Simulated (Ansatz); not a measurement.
## AlH2Cl (SMILES [H][Al]([H])[Cl]): the electronic atomisation energy, rung by rung

The species is AlH2Cl (4 atoms), meant as a singlet with charge 0. SMILES: `[H][Al]([H])[Cl]`. The shape comes from GFN2-xTB, which is rough for such elements, and wasn't checked as a minimum.

Each level gives the electronic atomisation energy (eV). The values are calculated. Electronic energies at fixed atoms, without zero-point motion or spin-orbit coupling.

```
           level                    kind  program  value (eV)  less FCI/STO-3G  CPU time (all runs)
   revPBE/STO-3G                     GGA   Ansatz       15.60            +1.50                1.9 s
   r2SCAN/STO-3G                meta-GGA   Ansatz       16.03            +1.93                6.6 s
     PBE0/STO-3G           global hybrid   Ansatz       15.66            +1.56                1.7 s
CAM-B3LYP/STO-3G  range-separated hybrid   Ansatz       15.75            +1.65                2.1 s
    HSE06/STO-3G  range-separated hybrid   Ansatz       15.67            +1.57                2.4 s
  RPA@PBE/STO-3G                     RPA   Ansatz       13.19            -0.91                2.9 s
      MP2/STO-3G     perturbation theory   Ansatz       14.01            -0.09               0.21 s
      FCI/STO-3G      exact in the basis   Ansatz       14.10             0.00               0.46 s
```

FCI/STO-3G is exact within its basis and frozen core, so for wave-function methods in that basis the difference is their error; functionals converge differently with the basis, so for them it is only a difference. The values span 13.19 to 16.03 eV. All rows use very small basis sets, so even the best lies far from the true value. Times are those of the runs behind each value, whatever else they computed, on shared processors of several kinds: orders of magnitude only.
